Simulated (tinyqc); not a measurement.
Coupled-perturbed Hartree-Fock on RHF in the sto-6g basis, for OH-, spin multiplicity 1, step by step. The basis has no diffuse functions, so it cannot describe the extra electron: this is an exercise in the method, not the real anion. One step of it, computed by the program tinyqc.

Question. Response to a field: uncoupled start. Field along y; U_ai = -mu_ai / (e_a - e_i), alpha = -4 sum U_ai mu_ai.

orbital energies (hartree): [-19.632277, -0.607732, 0.067261, 0.247712, 0.247712, 1.267050]

dipole integrals <a|y|i> (bohr), order a6:
```
[[0.000000, 0.000000, 0.000000, 0.000160, -0.060923]]
```

Give: uncoupled U; uncoupled polarisability.

Answer.

uncoupled U, order a6:
```
[[0.000, 0.000, 0.000, 0.000, 0.060]]
```

uncoupled polarisability = 0.015 bohr^3
